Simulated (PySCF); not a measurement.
# C3H4F2O: electronic excitations and core binding energies

Computed with PySCF 2.14.0, with density-fitted response routines of our own, on a single molecule in the gas phase. Atoms are numbered from 0 throughout.

## 1. Starting geometry

10 atoms, charge 0, multiplicity 1; geometry from: GFN2-xTB.

Bonds of the start (Å): O0–C1 1.18, C1–F2 1.36, C1–C3 1.49, C3–C4 1.52, C4–F5 1.37, C3–H6 1.09, C3–H7 1.09, C4–H8 1.09, C4–H9 1.09.

## 2. Ultraviolet spectrum: CAM-B3LYP/def2-SVPD

The job: settings as JSON, then the geometry in Å.

```
{"job": {"kind": "uv", "xc": "CAM-B3LYP", "basis": "def2-SVPD", "nstates": 8, "ntriplets": 3}, "charge": 0, "multiplicity": 1}
O     -1.599107    -0.254171     1.308525
C     -1.378761     0.024470     0.184952
F     -2.415402     0.296007    -0.656749
C     -0.081933     0.143904    -0.539262
C      1.099304    -0.155545     0.377282
F      2.265962    -0.037553    -0.330552
H     -0.000573     1.155294    -0.949316
H     -0.089679    -0.544338    -1.390081
H      1.151632     0.554505     1.207952
H      1.057438    -1.177918     0.764720
```

Method: TDDFT CAM-B3LYP/def2-SVPD, vertical, gas phase, core orbitals frozen in the response.

Started as:

```bash
$ OMP_NUM_THREADS=1 python probes_run.py task.json out
```

One launch serves the whole session: the jobs run in the order shown.

**Question.** How long does this first job take on 1 thread of Arm Neoverse N1, shared host, and how much memory does it need?

About 34 s, with a peak of 0.7 GiB.
